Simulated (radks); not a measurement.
**O²⁺ inside a hard spherical wall**

An exercise on one series of results from a longer session: the logs are not shown, and one member is left open.

Program: radks (a radial shooting solver on a logarithmic mesh, Libxc functionals) version 1. Level of theory: scalar-relativistic Kohn-Sham, PBE, spin-polarised, spherical densities, finite nucleus; open shells are filled with parallel spins first. These are calculated values, not measurements, unless marked.

### What is computed

| Item | Value |
| --- | --- |
| element | oxygen (Z = 8) |
| charge | +2 |
| electrons | 6 |
| configuration | [He] 2s2 2p2 |
| nuclear rms radius | 2.6991 fm |

The outer shells:

O²⁺
```
[He] core
2s [↑↓]
2p [↑ ][↑ ][  ]
```

Set-up of the first run:

Input:

```text
Z 8
configuration [He] 2s2 2p2 3s0 3p0 3d0
relativity scalar-relativistic
functional pbe,pbe
spin polarised
nucleus finite rms 2.6991 fm
c 137.035999084
```

Among the steps run: The free atom; Wall at 20 bohr; Wall at 15 bohr; Wall at 12 bohr; Wall at 10 bohr; Wall at 8 bohr; Wall at 2.5 bohr; Wall at 1.5 bohr.

One of the session's tables, all rows but one given; the rest of the session is left out.

```
R (bohr)  E − E(free) (eV)  ε(2p) (eV)
    free             0.000     -45.085
      20             0.000     -45.085
      15             0.000     -45.085
      12             0.000     -45.085
      10             0.000     -45.085
       8             0.000     -45.085
     2.5                 ?           ?
     1.5            83.584     -11.088
```

**Question.** Estimate the row for R (bohr) = 2.5.

Worked estimate for «E − E(free) (eV)». A straight line through the neighbours (8, 0.000) and (1.5, 83.584) gives 0.000 + (83.584 − 0.000) × (2.5 − 8) / (1.5 − 8) = 70.725; a parabola fitted to 3 rows on both sides gives 62.404.

The run gave: E − E(free) (eV): 4.181; ε(2p) (eV): -41.822. In «E − E(free) (eV)» the line misses by +66.544 and the parabola by +58.223. Between these rows the values bend or scatter more than so simple an estimate can follow.

Shells are not refilled when levels cross, and a hard wall is a model, not a crystal.
